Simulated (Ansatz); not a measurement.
Input file:

```yaml
crystal:
  periodic: [false, false, false]
  atoms:
    - {symbol: As, position_ang: [0.000119, -0.332470, 0.316358]}
    - {symbol: Se, position_ang: [0.000092, -0.298617, -2.574443]}
    - {symbol: H, position_ang: [0.000052, 1.181623, 0.406412]}
    - {symbol: H, position_ang: [-0.000262, -0.550535, 1.851672]}
basis:
  gaussian: {orbitals: 6-31G}
magnetization: {spin_polarized: true, initial_magnetization: 3}
hamiltonian: {xc: {name: B3LYP}}
correlation: {method: bccd_t, electrons: outside_noble_gas}
accuracy: high
scf: {lower_state_search: off}
output: {forces: true}
```

```sh
$ ansatz run in.yaml --threads 1 --pin off --events-out ev --progress --plain --max-ram 2393MiB
```

The program prints:

```
these checks for a lower state are left out or cut short: starts, cluster_reference, orbital_swaps, neighbouring_geometries, increment
970 factors; integrals over basis functions are off by at most 4.1e-9 eV
mean field evaluation 1: about -126203.1299 eV, gradient 4.9e0 eV
mean field evaluation 2: about -126203.1696 eV, gradient 4.8e0 eV
mean field evaluation 4: about -126203.3116 eV, gradient 6.4e-1 eV
mean field evaluation 8: about -126203.3172 eV, gradient 4.0e-2 eV
mean field evaluation 16: about -126203.3172 eV, gradient 1.1e-4 eV
mean field evaluation 32: about -126203.3172 eV, gradient 1.2e-7 eV
mean field -126203.31723612 eV, -4637.8863647465 hartree, gradient 6.1e-8 eV, S^2 3.754534; 0 other end points of the search recorded, 0 dependent functions left out
28 core orbitals not correlated: weight in the atoms' cores, before any rotation towards them, 0.999 or more for the frozen orbitals, at most 0.000 for the correlated occupied ones
reference -126108.89873396 eV, -4634.4165487912 hartree; 8, 5 occupied and 26, 29 virtual orbitals, 970 factors
second order -2.29042888 eV of doubles, -0.30503538 eV of singles
cycle   1  -2.97771179 eV  change   -3.9e-1 eV  update   5.7e-2
cycle   2  -3.12858692 eV  change   -1.5e-1 eV  update   2.4e-2
cycle   3  -3.16589032 eV  change   -3.7e-2 eV  update   9.7e-3
cycle   4  -3.16481748 eV  change    1.1e-3 eV  update   4.4e-3
...
cycle  23  -3.16357888 eV  change    4.4e-8 eV  update   1.8e-7
cycle  24  -3.16357888 eV  change   -2.4e-9 eV  update   1.7e-7
cycle  25  -3.16357890 eV  change   -1.6e-8 eV  update   1.6e-7
cycle  26  -3.16357892 eV  change   -2.4e-8 eV  update   1.4e-7
cycle  27  -3.16357893 eV  change   -7.6e-9 eV  update   1.1e-7
cycle  28  -3.16357892 eV  change    1.1e-8 eV  update   4.6e-8
cycle  29  -3.16357891 eV  change    6.0e-9 eV  update   1.7e-8
cycle  30  -3.16357891 eV  change    5.0e-9 eV  update   6.6e-9
cycle  31  -3.16357890 eV  change    2.2e-9 eV  update   3.0e-9
cycle  32  -3.16357890 eV  change  -3.3e-11 eV  update   1.4e-9
perturbative correction -0.04559354 eV, -0.0016755316 hartree
the calculation of the forces begins
Total energy: -126112.10790640 eV, -4634.5344837032 hartree
Atom 0 at     0.000119    -0.332470     0.316358 Å, force    -0.000193    -0.540621     0.384085 eV/Å
Atom 1 at     0.000092    -0.298617    -2.574443 Å, force     0.000082    -0.019297    -0.658336 eV/Å
Atom 2 at     0.000052     1.181623     0.406412 Å, force    -0.000002     0.599591     0.075604 eV/Å
Atom 3 at    -0.000262    -0.550535     1.851672 Å, force     0.000113    -0.039674     0.198647 eV/Å
Dipole moment:    -0.000031     0.076436     0.302849 e Å
Checks for a lower state left out: starts, cluster_reference, orbital_swaps, neighbouring_geometries, increment
```

Forces (eV/Å):
```
As   0.000 -0.541  0.384
Se   0.000 -0.019 -0.658
H    0.000  0.600  0.076
H    0.000 -0.040  0.199
```

Ran on 1 thread of Arm Neoverse V2, shared host: 36 s wall, 0.29 GiB peak host memory.
